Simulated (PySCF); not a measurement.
Simulated C 1s region for `FCCCF` (1,3-difluoropropane), binding energy against the vacuum level.

Every computed line was given a Gaussian of 0.7 eV full width at half maximum and an area set by the number of equivalent atoms; the highest printed point is 100. Method: delta-SCF UKS SCAN, pcX-2 on the ionised atom, pcseg-1 elsewhere, spin-free X2C in PySCF 2.14.0.

```
binding energy (eV)  intensity
              290.3          0
              290.4          0
              290.5          1
              290.6          2
              290.7          5
              290.8          9
              290.9         16
              291.0         26
              291.1         36
              291.2         45
              291.3         50
              291.4         50
              291.5         44
              291.6         35
              291.7         25
              291.8         16
              291.9          9
              292.0          4
              292.1          2
              292.2          1
              292.3          1
              292.4          2
              292.5          4
              292.6          9
              292.7         18
              292.8         31
              292.9         49
              293.0         70
              293.1         88
              293.2         99
              293.3        100
              293.4         90
              293.5         72
              293.6         52
              293.7         33
              293.8         19
              293.9         10
              294.0          4
              294.1          2
              294.2          1
              294.3          0
```

Problem. How many maxima does the curve show, and how many computed lines lie under it?

Solution. The curve has 2 maxima (at 291.3 and 293.3 eV). Under it lie 2 lines from 2 inequivalent carbon sites.

Problem. Decompose the envelope and assign each component. Numbering: `[F:1][CH2:2][CH2:3][CH2:4][F:5]`.

Solution. 
```json
{"position (eV)": "291.35", "relative area": "1", "line": "C 1s", "atoms": "C3", "environment": "chain CH2 carbon"}
{"position (eV)": "293.26", "relative area": "2", "line": "C 1s", "atoms": "C2/C4", "environment": "sp3 C–F carbon"}
```

Lowest listed C 1s: C3, bonded to 2 C and 2 H. Highest, 1.91 eV above it: C2/C4, bonded to F, C and 2 H. Summing the Pauling electronegativity differences to the bonded atoms, each weighted by its formal bond order, gives -0.70 for the lowest site and +0.73 for the highest.

No satellites, vibrations or lifetime broadening are included. The first atom of each set that the bonding makes equivalent was ionised and stands for the set. Isolated species at its PBE0-D3(BJ)/def2-SVP geometry (one conformer only).

The values belong to the conformer `[F:1][CH2:2][CH2:3][CH2:4][F:5]`: F1–C2–C3–C4 61°, C2–C3–C4–F5 62°.
